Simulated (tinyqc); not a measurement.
Worked calculation: UHF in the sto-3g basis, for LiH+, spin multiplicity 2. One step of it, computed by the program tinyqc.

Problem. Orthogonalisation. S = U s U^T; symmetric (Loewdin) form X = U s^(-1/2) U^T, so that X^T S X = 1.

overlap S, order 1Li 1s, 1Li 2s, 1Li 2px, 1Li 2py, 1Li 2pz, 2H 1s:
$$\begin{pmatrix}
1.000000 & 0.241137 & 0.000000 & 0.000000 & 0.000000 & 0.065112 \\
0.241137 & 1.000000 & 0.000000 & 0.000000 & 0.000000 & 0.392773 \\
0.000000 & 0.000000 & 1.000000 & 0.000000 & 0.000000 & 0.000000 \\
0.000000 & 0.000000 & 0.000000 & 1.000000 & 0.000000 & 0.000000 \\
0.000000 & 0.000000 & 0.000000 & 0.000000 & 1.000000 & 0.511018 \\
0.065112 & 0.392773 & 0.000000 & 0.000000 & 0.511018 & 1.000000
\end{pmatrix}$$

Give: eigenvalues of S; X.

Solution.

eigenvalues of S: [0.350, 0.799, 1.000, 1.000, 1.171, 1.681]

X, order 1Li 1s, 1Li 2s, 1Li 2px, 1Li 2py, 1Li 2pz, 2H 1s:
$$\begin{pmatrix}
1.023 & -0.129 & 0.000 & 0.000 & -0.005 & 0.007 \\
-0.129 & 1.110 & 0.000 & 0.000 & 0.112 & -0.276 \\
0.000 & 0.000 & 1.000 & 0.000 & 0.000 & 0.000 \\
0.000 & 0.000 & 0.000 & 1.000 & 0.000 & 0.000 \\
-0.005 & 0.112 & 0.000 & 0.000 & 1.144 & -0.356 \\
0.007 & -0.276 & 0.000 & 0.000 & -0.356 & 1.229
\end{pmatrix}$$
